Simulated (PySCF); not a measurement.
How well do the runs reproduce experiment for CH3BO?

**What was measured.**

From Beach, A photoelectron spectroscopic study of bonding in inorganic and organometallic compounds, PhD thesis, LBL 1985, for the gas: B 1s binding energy of B1 195.1 eV; C 1s binding energy of C2 296.18 eV; O 1s binding energy of O3 542.05 eV.

Besley, J. Chem. Theory Comput. 2021, 17, 3644 (DFT calculations of core-electron binding energies at the K-edge of heavier elements) lists, for the gas: B 1s binding energy of B1 195.15 eV.

The runs below try to reproduce these values; the comparison stands at the end.

Species: CH3BO.
Atom-mapped SMILES: `[BH3-:1][C:2]#[O+:3]` (hydrogens: H4, H5, H6 on B1)

Structure used (PBE0-D3(BJ)/def2-TZVP), in Å, numbered top down from 1:
```xyz
6
CH3BO angstrom
B     -0.659   -0.054    0.053
C      0.853   -0.057    0.095
O      1.980   -0.060    0.126
H     -0.942   -0.954   -0.704
H     -0.993   -0.250    1.198
H     -0.947    1.044   -0.361
```

Runs made with PySCF (gas phase, on this PBE0-D3(BJ)/def2-TZVP geometry; non-relativistic but for the core-level run):

```
                                                                          level                            job  basis functions  wall time
delta-SCF UKS SCAN, pcX-3 on the ionised atom, pcseg-2 elsewhere, spin-free X2C  ΔSCF core ionisation, 3 holes              186       27 s
```

Hardware: an Arm Neoverse N1 with one thread (shared host).

Results beside the measurements:

**Core binding energies.** PySCF 2.14.0, delta-SCF UKS SCAN, pcX-3 on the ionised atom, pcseg-2 elsewhere, spin-free X2C.

```json
{"level and atom": "B 1s, B1", "computed (eV)": "194.96", "measured (eV)": "195.1 and 195.15", "computed − measured (eV)": "-0.14"}
{"level and atom": "C 1s, C2", "computed (eV)": "295.71", "measured (eV)": "296.18", "computed − measured (eV)": "-0.47"}
{"level and atom": "O 1s, O3", "computed (eV)": "541.65", "measured (eV)": "542.05", "computed − measured (eV)": "-0.40"}
```

Sources, in the order of the opening: Beach, A photoelectron spectroscopic study of bonding in inorganic and organometallic compounds, PhD thesis, LBL 1985; Besley, J. Chem. Theory Comput. 2021, 17, 3644 (DFT calculations of core-electron binding energies at the K-edge of heavier elements). Against the first value of each row the mean signed difference is -0.34 eV and the largest in size -0.47 eV. The computed values are vertical, without vibrational structure; measured positions hang on the energy calibration. 

The geometry is computed, not the measured one. Where a level misses, the cause wasn't examined.
